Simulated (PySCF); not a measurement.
Computed XPS line lists of a few unrelated compounds.

Theory: delta-SCF UKS SCAN, pcX-2 on the ionised atom, pcseg-1 elsewhere, spin-free X2C in PySCF 2.14.0. Geometries: PBE0-D3(BJ)/def2-SVP; isolated species, one conformer each.

Line lists (1s up to Mg, 2p3/2 beyond, nothing for Se; areas count atoms within a level, one atom standing for each set equivalent by bonding):
1. C 1s: 292.07 (area 1), 295.40 (area 2) eV; O 1s: 538.31 (area 2), 540.51 (area 2) eV
2. N 1s: 404.54 eV; Si 2p3/2: 106.84 eV; P 2p3/2: 135.85 eV
3. C 1s: 290.60 (area 1), 290.90 (area 1), 291.20 (area 1), 292.71 (area 1), 297.18 (area 1) eV; O 1s: 539.49 eV; F 1s: 693.22 (area 1), 693.57 (area 1) eV
4. C 1s: 290.97 eV
5. C 1s: 293.66 (area 2), 293.74 (area 1) eV; F 1s: 692.93 (area 2), 693.00 (area 1) eV

Structures:
A. `C=C1C[C@@H]1OC(F)F`
B. `FCC(F)CF`
C. `C[Se]C`
D. `N[SiH](P)N`
E. `O=C(O)CC(=O)O`

Problem. Match each list to its structure.

Solution. 
- 1 = E: no other candidate has this set of levels. C 1s: 292.07 sp3 carbon next to a carbonyl, 295.40 carboxylic acid carbon (×2); O 1s: 538.31 acid carbonyl oxygen (×2), 540.51 acid hydroxyl oxygen (×2).
- 2 = D: no other candidate has this set of levels. N 1s: 404.54 silicon-bound nitrogen (×2); Si 2p3/2: 106.84 SiH silicon; P 2p3/2: 135.85 three-coordinate phosphorus.
- 3 = A: no other candidate has this set of levels. C 1s: 290.60 terminal =CH2 carbon, 290.90 fully substituted alkene carbon, 291.20 allylic carbon, 292.71 sp3 carbon bound to oxygen, 297.18 CHF2 carbon; O 1s: 539.49 ether oxygen; F 1s: 693.22 fluorine of a CF2 group, 693.57 fluorine of a CF2 group.
- 4 = C: no other candidate has this set of levels. C 1s: 290.97 sp3 carbon bound to selenium (×2).
- 5 = B: no other candidate has this set of levels. C 1s: 293.66 sp3 C–F carbon (×2), 293.74 sp3 C–F carbon; F 1s: 692.93 alkyl fluorine (×2), 693.00 alkyl fluorine.

2p3/2 and 2p1/2 are the ΔSCF energy of one spin-free 2p hole plus the eigenvalues of a spin–orbit and ligand-field matrix of the shell.
